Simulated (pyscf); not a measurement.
Optimised with ωB97X-D3(BJ)/def2-SVP in PySCF.

Q: What is the homolytic dissociation enthalpy (298 K, ωB97M-D3(BJ)/def2-TZVP) of the C–F bond of cyclic CH₆F₂O₃Si₃ (SMILES FC(F)[SiH]1O[SiH2]O[SiH2]O1), to F• + cyclic CH₆FO₃Si₃ (SMILES F[CH][SiH]1O[SiH2]O[SiH2]O1) [doublet]?

A: C–F to F• + cyclic CH₆FO₃Si₃ (SMILES F[CH][SiH]1O[SiH2]O[SiH2]O1) [doublet]: 108.8 kcal/mol. The 7 functionals that were run give +106.4 (r²SCAN) to +112.6 kcal/mol (PBE). Other isomers of cyclic CH₆FO₃Si₃ (SMILES F[CH][SiH]1O[SiH2]O[SiH2]O1) [doublet] were not searched in full and may lie lower. Left out: the spin-orbit lowering of F.
